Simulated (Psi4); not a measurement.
**H2NO+ (SMILES [H][H].N#[O+]): B97-D3(BJ)/6-31+G(d) (density fitting, Cartesian functions, counterpoise (cp, nocp), fragments set)**

Wanted: the interaction energy of H2NO+. 

The calculation is run with Psi4 1.11.

14 further runs of the same task are left out: 1 that didn't finish, 13 set aside as unsound or not needed. Runs told in other sessions of the task aren't counted.

## 1. The system as given

H2NO+ has 4 atoms, charge +1, and is taken as a singlet. As SMILES, `[H][H].N#[O+]`. The parts were moved apart from a relaxed complex, to 1.4 times its contact distance, each keeping its shape in the complex.

Bond lengths: N3–O4 1.087 Å, H1–H2 0.887 Å.

## 2. The interaction energy at B97-D3(BJ)/6-31+G(d) (density fitting, Cartesian functions, counterpoise (cp, nocp), fragments set)

Input file h2no.inp:

```
memory 1.6 GB

molecule {
  0 1
  H      1.286020     0.909800     0.074670
  H      0.494620     0.515090     0.137220
  --
  1 1
  N     -1.343570    -0.638140     0.121450
  O     -1.405050    -1.561350    -0.448530
  symmetry c1
  no_reorient
  no_com
}


e_tot = energy("b97-d3bj/6-31+G*", bsse_type=['cp', 'nocp'])
```

Command:

```bash
psi4 -i h2no.inp -o h2no.out -n 1
```

Q: Predict the results. Wanted: interaction energy.

Computed results:

Level: B97-D3(BJ)/6-31+G* (density fitting, Cartesian functions, counterpoise (cp, nocp), fragments set).

| quantity | value |
| --- | --- |
| interaction energy | -24.61 kJ/mol |
